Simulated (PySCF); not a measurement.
## Relative stability

The two ends of one reaction step of BH₃S₂, closed shell (PBE0-D4/def2-TZVP).

A:

```xyz
6
angstrom
B -0.3651 -0.2496 -0.5985
S 0.0272 -1.4758 0.6336
S -0.0061 1.4958 -0.5946
H 0.6284 1.5848 0.5876
H -0.9470 -0.6520 -1.5573
H 0.6564 -0.6927 1.5271
```

B:

B1  (-1.088, 0.437, -1.061)
S2  (1.025, -1.202, 1.056)
S3  (-0.533, 1.940, -1.012)
H4  (1.708, -0.297, 0.338)
H5  (-1.536, -0.646, -1.135)
H6  (0.478, -0.248, 1.824)
(Å)

PySCF 2.14 with density fitting (its default auxiliary sets; JK sets also for MP2 and CCSD(T)); basis: def2-TZVPP; cores frozen in the correlated methods. B3LYP uses VWN-RPA correlation.

(1) Which structure is lower at CCSD(T), and by how much? (To be estimated.)

No T1 diagnostic of these runs exceeds 0.016.

## Answers

(1) By the calculation: A, by 116.6 kJ/mol (electronic energy, against the other). By their contacts, A is BH₃S₂ ([SH][BH][SH]) and B is a complex of BHS ([BH][S]) + H₂S.

All methods give the same order:

```csv
method,E(B) − E(A) (kJ/mol)
SPW92,159.0
PBE-D4,135.0
r2SCAN-D4,134.6
PBE0-D4,141.4
B3LYP-D4,121.7
BHLYP-D4,129.0
wB97M-V,124.8
HF,114.0
MP2,119.0
CCSD,118.8
CCSD(T),116.6
```

Labels in which every atom is bracketed show which atoms are joined, not bond orders.

For scale, one of the runs: CCSD(T)/def2-TZVPP, 157 basis functions, launched by `OMP_NUM_THREADS=4 python run.py`. Hardware: 4 CPU threads of an Arm Neoverse V2, shared host. Wall time 89 s; peak host memory 0.99 GiB.
